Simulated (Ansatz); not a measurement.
# S2F2: vertical ionisation energy

Aim: the vertical ionisation energy of S2F2, as cation minus neutral at the neutral's geometry, on several levels, and how well −ε(HOMO) stands in for it.

Method: unrestricted cation, the program's frozen cores in correlated methods; program: Ansatz 0.2.0, Gaussian basis.

The runs, in order: UKS PBE-D4/def2-TZVPP; UKS r2SCAN-D4/def2-TZVPP; UKS PBE0-D4/def2-TZVPP; UKS B3LYP-D4/def2-TZVPP; UKS wB97X-V/def2-TZVPP; UKS wB97M-V/def2-TZVPP; UKS B2PLYP/def2-TZVPP; UHF-CCSD(T)/def2-TZVPP; UHF-MP2/def2-QZVPP; extrapolation to the limit; then −ε(HOMO) from the neutral's earlier runs with LDA (SPW92), PBE-D4, revPBE-D4, BLYP-D4, r2SCAN-D4, B97M-V, PBE0-D4, B3LYP-D4, r2SCANh-D4, r2SCAN0-D4, HSE06-D4, BHLYP-D4, CAM-B3LYP-D4, LC-ωPBE, ωB97X-V, ωB97M-V.

### Step 1. The relaxed structure

The geometry comes from an earlier relaxation with PBE0-D4 in a triple-zeta def2 set; it is a stationary point.

SMILES `FSSF`, 4 atoms, charge 0, spin multiplicity 1.

Atoms are counted from 1 here; the program's logs count them from 0.

Bond lengths: F1–S2 1.631 Å, S2–S3 1.890 Å, S3–F4 1.631 Å. Angles: F1–S2–S3 108.6°, S2–S3–F4 108.6°.

Coordinates:

```xyz
4

F    -1.7841   -0.1987   -0.6211
S    -0.4674    0.7646   -0.6319
S     1.0447   -0.2769   -0.1852
F     1.2067   -0.2890    1.4382
```

### Step 2. Cation, UKS PBE-D4/def2-TZVPP

File in.yaml:

```yaml
crystal:
  periodic: [false, false, false]
  atoms:
    - {symbol: F, position_ang: [-1.784062, -0.198740, -0.621120]}
    - {symbol: S, position_ang: [-0.467414, 0.764627, -0.631879]}
    - {symbol: S, position_ang: [1.044718, -0.276866, -0.185188]}
    - {symbol: F, position_ang: [1.206747, -0.289009, 1.438186]}
basis:
  gaussian: {orbitals: def2-TZVPP}
total_charge: 1
magnetization: {spin_polarized: true, initial_magnetization: 1}
hamiltonian: {xc: pbe, dispersion: d4}
```

Run with:

```bash
> ansatz run in.yaml --threads 4 --pin off --events-out ev --progress --plain --max-ram 10444MiB
```

The runs that follow: Cation, UKS r2SCAN-D4/def2-TZVPP; Cation, UKS PBE0-D4/def2-TZVPP; Cation, UKS B3LYP-D4/def2-TZVPP; Cation, UKS wB97X-V/def2-TZVPP; Cation, UKS wB97M-V/def2-TZVPP; Cation, UKS B2PLYP (frozen core)/def2-TZVPP; Cation, UHF-CCSD(T)/def2-TZVPP; Cation, UHF-MP2/def2-QZVPP.

**Question.** What will the summary of the whole plan be? Wanted: ionisation energy, CCSD(T)/CBS; nearest functional by difference; nearest −ε(HOMO); −ε(HOMO) of PBE; T1 of the cation.

The runs gave:

| quantity | value |
| --- | --- |
| ionisation energy, CCSD(T)/CBS | 11.09 eV |
| nearest functional by difference | ωB97X-V (-0.17 eV) |
| nearest −ε(HOMO) | LC-ωPBE (+0.04 eV) |
| −ε(HOMO) of PBE | 7.08 eV |
| T1 of the cation | 0.050 |

Energy differences with functionals land within 0.54 eV of the reference. The PBE orbital energy is 4.0 eV too small: a semilocal HOMO is no ionisation energy. Among orbital estimates LC-ωPBE comes nearest. Hartree-Fock falls 0.81 eV short, as the neutral has more correlation energy than the cation. The cation's T1 (from the report) is 0.050, above the customary mark of 0.045 for open shells, so the coupled-cluster value is less safe.
